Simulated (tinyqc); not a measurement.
Inside a calculation. Method: extended Hueckel theory, for H3O+. The parameters take no account of the charge, which enters only through the electron count. Computed by tinyqc, a small Python program that keeps every step (integrals from PySCF). Settings: charge = 1, K = 1.5, weighted = 1, multiplicity = 1. Command: `OMP_NUM_THREADS=1 python tinyqc.py 31468 31469 out.jsonl` (the two numbers bound the seeds that draw the settings). One thread of a shared host (Intel(R) Xeon(R) Processor @ 2.60GHz), about 0.01 s of CPU time with the checks.

## Overlaps

Geometry (angstrom):
```
atom         x         y        z
O      0.00000   0.00000  0.37000
H      0.90300   0.00000  0.00000
H     -0.45200   0.78200  0.00000
H     -0.45200  -0.78200  0.00000
```

Parameters chosen for this run:
```
element  shell  Slater exponent  H_ii (eV)
H           1s          1.30000  -13.60000
O           2s          2.27500  -32.30000
O           2p          2.27500  -14.80000
```

Slater orbitals, each expanded in six Gaussians scaled to its exponent.

overlap S, order 1O 2s, 1O 2px, 1O 2py, 1O 2pz, 2H 1s, 3H 1s, 4H 1s:
```
[[1.00000, 0.00000, 0.00000, 0.00000, 0.44899, 0.44884, 0.44884],
 [0.00000, 1.00000, 0.00000, 0.00000, 0.35732, -0.17878, -0.17878],
 [0.00000, 0.00000, 1.00000, 0.00000, 0.00000, 0.30931, -0.30931],
 [0.00000, 0.00000, 0.00000, 1.00000, -0.14641, -0.14635, -0.14635],
 [0.44899, 0.35732, 0.00000, -0.14641, 1.00000, 0.20924, 0.20924],
 [0.44884, -0.17878, 0.30931, -0.14635, 0.20924, 1.00000, 0.20939],
 [0.44884, -0.17878, -0.30931, -0.14635, 0.20924, 0.20939, 1.00000]]
```

## Wolfsberg-Helmholz matrix

diagonal H_ii (eV): [-32.30000, -14.80000, -14.80000, -14.80000, -13.60000, -13.60000, -13.60000]

K = 1.50000

H_ij = K' S_ij (H_ii + H_jj)/2 for i != j (the diagonal keeps H_ii), with K' = K + D^2 + D^4 (1 - K), D = (H_ii - H_jj)/(H_ii + H_jj), K = 1.5.

H (eV), order 1O 2s, 1O 2px, 1O 2py, 1O 2pz, 2H 1s, 3H 1s, 4H 1s:
```
[[-32.30000, 0.00000, 0.00000, 0.00000, -17.02468, -17.01935, -17.01935],
 [0.00000, -14.80000, 0.00000, 0.00000, -7.62007, 3.81260, 3.81260],
 [0.00000, 0.00000, -14.80000, 0.00000, 0.00000, -6.59614, 6.59614],
 [0.00000, 0.00000, 0.00000, -14.80000, 3.12229, 3.12093, 3.12093],
 [-17.02468, -7.62007, 0.00000, 3.12229, -13.60000, -4.26841, -4.26841],
 [-17.01935, 3.81260, -6.59614, 3.12093, -4.26841, -13.60000, -4.27151],
 [-17.01935, 3.81260, 6.59614, 3.12093, -4.26841, -4.27151, -13.60000]]
```

## Orbitals

valence electrons = 8

Solve H C = S C e through S^(-1/2); fill by pairs from the bottom, a degenerate level sharing its electrons equally; each orbital has its largest coefficient positive (the first on a tie).

orbital energies (eV): [-32.92547, -16.22488, -16.22366, -14.94973, -5.25016, -5.24431, 8.73647]

occupations: [2.00000, 2.00000, 2.00000, 2.00000, 0.00000, 0.00000, 0.00000]

coefficients, order 1O 2s, 1O 2px, 1O 2py, 1O 2pz, 2H 1s, 3H 1s, 4H 1s:
```
[[0.88184, 0.00003, 0.00000, 0.09285, 0.00000, 0.00018, 1.00994],
 [0.00000, 0.72916, 0.00000, -0.00001, 0.00000, -0.88774, 0.00016],
 [0.00000, 0.00000, 0.72935, 0.00000, 0.88733, 0.00000, 0.00000],
 [0.02305, 0.00001, 0.00000, 0.97382, 0.00000, -0.00005, -0.36996],
 [0.08207, 0.37991, 0.00000, -0.05210, 0.00000, 0.98376, -0.66016],
 [0.08202, -0.19004, 0.32901, -0.05207, -0.85212, -0.49220, -0.65938],
 [0.08202, -0.19004, -0.32901, -0.05207, 0.85212, -0.49220, -0.65938]]
```

sum of one-electron energies = -160.64748 eV

## Mulliken analysis

P = C n C^T; charge = valence electrons (H 1, O 6) minus the sum of (P S)_ii on the atom; overlap population = 2 sum P_ij S_ij between two atoms.

charges: [-0.41614, 0.47204, 0.47205, 0.47205]

Overlap populations:
```
pair      value
2-1    0.545850
3-1    0.545728
3-2   -0.052521
4-1    0.545728
4-2   -0.052521
4-3   -0.052508
```
